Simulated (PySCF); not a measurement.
PySCF input (BP86/6-31G* (5d)):

```python
from pyscf import gto, dft

mol = gto.M(
    atom='''
    C    -0.01425270    0.12435824    1.95470681
    C    -0.00757315   -0.19118066    0.64278123
    C    -0.00245344   -0.56690684   -0.56877122
    C     0.01816492    0.29533709   -1.79293461
    H    -0.94020781    0.24704578    2.51109267
    H     0.90535390    0.22409239    2.52600983
    H     0.03014765    1.38655717   -1.59635947
    H     0.89256220    0.07548540   -2.42067109
    H    -0.85116970    0.09717232   -2.43476519
    ''',
    basis='6-31g*',
    charge=-1,
    spin=0,
    verbose=4,
)

mf = dft.RKS(mol, xc='bp86')
mf.grids.level = 3
mf.conv_tol = 1e-9
mf.max_cycle = 100
mf.max_memory = 1500
mf.kernel()
if not mf.converged:
    mf = mf.newton()
    mf.kernel(mf.make_rdm1())
mf.dip_moment()
```

Q: What final total energy does it give?

A: -155.31486 Eh.
